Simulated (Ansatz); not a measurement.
# CH₃OS− (SMILES CS[O-]): a rigid scan of the angle H6–C1–H4

One table from this session's results is given with a row withheld; the runs are named, their logs left out.

Computed with Ansatz 0.2.0, Gaussian basis. Level: single points in def2-TZVPPD.

Levels: PBE-D4, r2SCAN-D4, PBE0-D4, B3LYP-D4, wB97M-V, Hartree-Fock, MP2, CCSD, CCSD(T). The scan takes 79.2, 86.7, 94.2, 101.7, 109.2, 116.7, 124.2, 131.7, 139.2°.

Correlated methods freeze the cores. B3LYP uses VWN-RPA correlation.

34 further runs of the same task are left out: 34 set aside as unsound or not needed.

## The starting structure

6 atoms, charge -1, spin multiplicity 1.

Atoms are counted from 1 here; the program's logs count them from 0.

Bond lengths: C1–S2 1.858 Å, C1–H4 1.089 Å, C1–H5 1.089 Å, C1–H6 1.087 Å, S2–O3 1.552 Å. Angles: S2–C1–H4 110.0°, S2–C1–H5 109.9°, S2–C1–H6 106.7°, H4–C1–H5 109.5°, H4–C1–H6 110.3°, H5–C1–H6 110.3°, C1–S2–O3 106.1°.

Geometry (Å):

```xyz
6
CH3OS
C    -0.3016    0.3831   -0.2956
S     0.0401   -1.2994    0.4158
O     1.3843   -1.1788    1.1820
H    -0.3834    1.1162    0.5061
H     0.5025    0.6710   -0.9719
H    -1.2418    0.3080   -0.8364
```

Set-up of the first run:

The input, relax/in.yaml:

```yaml
crystal:
  periodic: [false, false, false]
  atoms:
    - {symbol: C, position_ang: [-0.301640, 0.383080, -0.295580]}
    - {symbol: S, position_ang: [0.040080, -1.299390, 0.415760]}
    - {symbol: O, position_ang: [1.384320, -1.178800, 1.182030]}
    - {symbol: H, position_ang: [-0.383410, 1.116200, 0.506150]}
    - {symbol: H, position_ang: [0.502480, 0.670960, -0.971940]}
    - {symbol: H, position_ang: [-1.241830, 0.307950, -0.836420]}
basis:
  gaussian: {orbitals: def2-TZVPD}
total_charge: -1
hamiltonian: {xc: pbe0, dispersion: d4}
relax: {f_tol: 0.005, max_steps: 200}
```

No record of the launch command was kept for these runs.

Among the steps run: Relaxation at PBE0-D4; Reference energies at the minimum; H6–C1–H4 = 79.2°; H6–C1–H4 = 86.7°; H6–C1–H4 = 94.2°; H6–C1–H4 = 101.7°; H6–C1–H4 = 109.2°; H6–C1–H4 = 116.7°; H6–C1–H4 = 124.2°; H6–C1–H4 = 131.7°; H6–C1–H4 = 139.2°.

One of the session's tables, all rows but one given; the rest of the session is left out.

It belongs to the step «The curves». Energies less that of the minimum at the same level (eV):

| angle (°) | PBE-D4 | PBE0-D4 | B3LYP-D4 | wB97M-V | Hartree-Fock |
| --- | --- | --- | --- | --- | --- |
| 79.2 | 0.631 | 0.663 | 0.672 | 0.663 | 0.779 |
| 86.7 | 0.355 | 0.374 | 0.378 | 0.374 | 0.439 |
| 94.2 | ? | ? | ? | ? | ? |
| 101.7 | 0.039 | 0.042 | 0.041 | 0.041 | 0.048 |
| 109.2 | 0.000 | 0.000 | 0.000 | 0.000 | 0.000 |
| 109.2 (minimum) | 0.000 | 0.000 | 0.000 | 0.000 | 0.000 |
| 116.7 | 0.038 | 0.040 | 0.042 | 0.041 | 0.051 |
| 124.2 | 0.151 | 0.161 | 0.165 | 0.163 | 0.199 |
| 131.7 | 0.335 | 0.359 | 0.367 | 0.364 | 0.443 |
| 139.2 | 0.585 | 0.629 | 0.643 | 0.639 | 0.780 |

Estimate the missing values for angle (°) = 94.2.

Worked estimate for «PBE-D4». A straight line through the neighbours (86.7, 0.355) and (101.7, 0.039) gives 0.355 + (0.039 − 0.355) × (94.2 − 86.7) / (101.7 − 86.7) = 0.197; a parabola fitted to 4 rows on both sides gives 0.158.

As computed: PBE-D4: 0.158; PBE0-D4: 0.166; B3LYP-D4: 0.167; wB97M-V: 0.166; Hartree-Fock: 0.194. In «PBE-D4» the line misses by +0.039 and the parabola by 0.000.

To keep in mind: A polynomial through the near points puts the CCSD(T) minimum at the PBE0-D4 value. The anion's highest level is positive in at least one run, so there the basis alone may hold the extra electron.
